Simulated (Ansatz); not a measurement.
in.yaml

```yaml
crystal:
  periodic: [false, false, false]
  atoms:
    - {symbol: B, position_ang: [-1.342211, 0.000000, 0.000000]}
    - {symbol: H, position_ang: [-1.938944, 1.033571, 0.000000]}
    - {symbol: H, position_ang: [-1.938944, -1.033571, 0.000000]}
    - {symbol: H, position_ang: [0.129789, 0.000000, 0.000000]}
    - {symbol: B, position_ang: [1.345789, 0.000000, 0.000000]}
    - {symbol: H, position_ang: [1.854862, 0.000000, 1.077008]}
    - {symbol: H, position_ang: [1.854862, 0.000000, -1.077008]}
basis:
  gaussian: {orbitals: cc-pVDZ}
magnetization: {spin_polarized: true, initial_magnetization: 1}
hamiltonian: {xc: {name: PBE0}}
correlation: {method: ccsd, electrons: valence}
```

```sh
$ ansatz run in.yaml --threads 1 --pin off --events-out ev --progress --plain --max-ram 2393MiB
```

The program prints:

```
476 factors; integrals over basis functions are off by at most 1.2e-3 eV
mean field evaluation 1: about -1424.2280 eV, gradient 1.5e1 eV
mean field evaluation 2: about -1424.2258 eV, gradient 1.5e1 eV
mean field evaluation 4: about -1425.8616 eV, gradient 5.8e0 eV
mean field evaluation 8: about -1426.1876 eV, gradient 1.3e-1 eV
mean field evaluation 16: about -1426.1878 eV, gradient 5.1e-3 eV
mean field evaluation 32: about -1426.1877 eV, gradient 9.7e-2 eV
mean field evaluation 64: about -1426.5298 eV, gradient 5.8e-1 eV
mean field evaluation 96: about -1426.5351 eV, gradient 2.6e-1 eV
mean field evaluation 128: about -1426.0823 eV, gradient 6.5e-3 eV
mean field -1426.53668924 eV, -52.4242563883 hartree, gradient 2.4e-6 eV, S^2 0.755309; 13 other end points of the search recorded, 0 dependent functions left out
2 core orbitals not correlated: weight in the atoms' cores, before any rotation towards them, 1.000 or more for the frozen orbitals, at most 0.000 for the correlated occupied ones
reference -1416.97183281 eV, -52.0727543977 hartree; 6, 5 occupied and 45, 46 virtual orbitals, 476 factors
second order -5.29582952 eV of doubles, -0.27439812 eV of singles
cycle   1  -6.22645383 eV  change   -6.6e-1 eV  update   6.7e-2
cycle   2  -6.42545949 eV  change   -2.0e-1 eV  update   3.5e-2
cycle   3  -6.52756082 eV  change   -1.0e-1 eV  update   2.2e-2
cycle   4  -6.54379433 eV  change   -1.6e-2 eV  update   2.1e-2
cycle   5  -6.56136581 eV  change   -1.8e-2 eV  update   1.8e-2
cycle   6  -6.61179307 eV  change   -5.0e-2 eV  update   1.5e-2
cycle   7  -6.62170006 eV  change   -9.9e-3 eV  update   6.2e-3
cycle   8  -6.64737386 eV  change   -2.6e-2 eV  update   4.0e-3
cycle   9  -6.63627034 eV  change    1.1e-2 eV  update   2.4e-3
cycle  10  -6.63918871 eV  change   -2.9e-3 eV  update   1.2e-3
cycle  11  -6.64009628 eV  change   -9.1e-4 eV  update   2.7e-4
cycle  12  -6.64004050 eV  change    5.6e-5 eV  update   6.5e-5
cycle  13  -6.64005689 eV  change   -1.6e-5 eV  update   2.6e-5
cycle  14  -6.64002984 eV  change    2.7e-5 eV  update   1.4e-5
cycle  15  -6.64002696 eV  change    2.9e-6 eV  update   4.3e-6
Total energy: -1423.61185977 eV, -52.3167708878 hartree
```

Ran on 1 thread of Intel Xeon 6975P-C, shared host: 7 s wall, 0.16 GiB peak host memory.
